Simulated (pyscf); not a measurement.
Structures and frequencies: ωB97X-D3(BJ)/def2-SVP in PySCF.

### Question
Estimate the classical barrier height and the reaction energy of `[GeH2]` [singlet] + `[ClH]` + `[H][H]` → `[GeH4]` + `[ClH]` at M06-2X/def2-TZVP. The step runs on the singlet surface, breaks Cl–H, H–H and forms Ge–H, Ge–H, Cl–H; take the separated reactants as zero.

### Answer
ΔE‡ = 47.1 kJ/mol, ΔE = -177.0 kJ/mol. ωB97M-D3(BJ)/def2-TZVP gives 53.7 kJ/mol and -180.5 kJ/mol. Zero-point energy shifts the barrier by +18.2 kJ/mol. It is a multi-bond step, with an imaginary mode of 1293i cm⁻¹. On the reactant side the descent ends in a bound adduct, 41.8 kJ/mol under the separated species and 81.6 kJ/mol under the saddle at ωB97X-D3(BJ)/def2-TZVP. At ωB97X-D3(BJ)/def2-TZVP the barrier from the zero used here is 39.7 kJ/mol. This is the saddle that the search found; another between the same sides may lie lower. Elements up to Kr have no core potential and no relativistic terms here.
